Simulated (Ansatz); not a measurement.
## AlClH₄Si, SMILES [AlH2][SiH2]Cl: an active-space calculation, step by step

Program: Ansatz's Python interface.

At the Python prompt:
```pycon
>>> from dataclasses import dataclass
>>> import ansatz
>>> @dataclass(frozen=True)
... class Settings:
...     basis_set: str = "6-31G*"
...
>>> settings = Settings()
>>> GEOMETRY = """
... Al   -0.96410    0.36450   -0.81310
... Si    0.81290   -0.21790    0.52880
... Cl    0.17810   -1.69920    1.86100
... H    -1.65800   -0.66970   -1.74770
... H    -1.53000    1.91230   -0.83500
... H     1.29570    0.97340    1.27510
... H     1.92670   -0.73140   -0.31480
... """
>>> mol = ansatz.Crystal.molecule()
>>> for line in GEOMETRY.strip().splitlines():
...     symbol, *xyz = line.split()
...     mol = mol.atom(symbol, [float(v) for v in xyz])
...
>>> calc = (
...     mol.calculation()
...     .basis(gaussian=settings.basis_set)
...     .correlation(active_electrons=6, active_orbitals=6)
... )
>>> for method in [None, "sc_nevpt2"]:
...     rep = (calc if method is None else calc.correlation(method)).run(threads=1).report
...     space = rep["configurations"]
...     state = space["states"][0]
...     print(method or "casscf", f"total {rep['free_energy_ev'] / 27.211386246:.6f} Ha, active-space state {state['energy']['hartree']:.6f} Ha, mean field {rep['reference_energy_ev'] / 27.211386246:.6f} Ha")
...     print("  determinants", state["n_determinants"], " natural occupations", [round(n, 3) for n in space["natural_occupations"]])
...
casscf total -992.689242 Ha, active-space state -992.689242 Ha, mean field -992.646674 Ha
  determinants 400  natural occupations [1.983, 1.979, 1.976, 0.024, 0.022, 0.016]
sc_nevpt2 total -992.902787 Ha, active-space state -992.689231 Ha, mean field -992.646674 Ha
  determinants 400  natural occupations [1.983, 1.979, 1.976, 0.024, 0.022, 0.016]
```

Total energies depend on the basis set; only differences at equal settings carry meaning. The geometry is a force-field or estimated start, not a minimum of this method, and the basis set is short of its limit. The active space starts as a window about the frontier orbitals and is then optimised, not chosen by chemistry. The whole script took 5 s on 1 thread of AMD EPYC 9R14 (Zen 4) (shared host), peak memory 0.22 GiB.
